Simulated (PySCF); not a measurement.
C3H9OP.
Numbering: `[CH3:1][P:2]([CH3:3])([CH3:4])=[O:5]` (hydrogens: H6, H7, H8 on C1; H9, H10, H11 on C3; H12, H13, H14 on C4)

Level: PBE0/def2-SVPD in PySCF, non-relativistic, on one gas-phase PBE0-D3(BJ)/def2-SVP geometry that isn't relaxed in the solvent. The solvent is an IEF-PCM continuum (Bondi radii, 1.10 Å for H, scaled by 1.2). The model holds no explicit solvent molecules, cavitation or dispersion.

Gas phase at PBE0/def2-SVPD: HOMO -7.50 eV, LUMO 0.31 eV, dipole 4.57 D.

**Question.** What does the continuum do to the energy, the frontier levels and the dipole at PBE0/def2-SVPD in benzene and chloroform?

**Answer.** 
```tsv
solvent	ε	E(solvent) − E(gas) (kcal/mol)	polarisation term (kcal/mol)	distortion of the solute (kcal/mol)	HOMO (eV)	LUMO (eV)	dipole (D)
benzene	2.271	-5.13	-5.64	0.51	-7.66	0.51	5.25
chloroform	4.711	-8.14	-9.46	1.32	-7.77	0.60	5.69
```

The first energy column is the sum of the next two and covers electrostatics alone. From benzene to chloroform the lowering changes by a factor 1.59, Onsager's factor (ε − 1)/(2ε + 1) by 1.55 and ε itself by 2.1.

**Question.** Which radius a makes the point-dipole formula ΔE = −[(ε − 1)/(2ε + 1)]·μ²/a³ give the value in chloroform, with the gas-phase dipole?

**Answer.** μ = 1.798 au and |ΔE| = 0.01297 Eh give a = 2.36 Å; the farthest nucleus lies 2.39 Å from the centroid of the nuclei. The formula assumes a rigid point dipole at the centre of a sphere.

**Question.** How does the static polarisability (PBE0/def2-SVPD, frozen core, with the continuum's full static response) change?

**Answer.** 
| medium | isotropic (au) | principal values (au) | ⟨r²⟩ of the electrons (bohr²) |
| --- | --- | --- | --- |
| gas | 64.9 | 62.8, 66.0, 66.1 | 549.3 |
| benzene | 73.7 | 71.7, 74.7, 74.7 | 549.1 |
| chloroform | 79.8 | 78.1, 80.6, 80.7 | 549.1 |

The isotropic value in chloroform is 1.23 times the gas-phase one; no cavity-field correction is applied. ⟨r²⟩ is taken about the centre of nuclear charge.
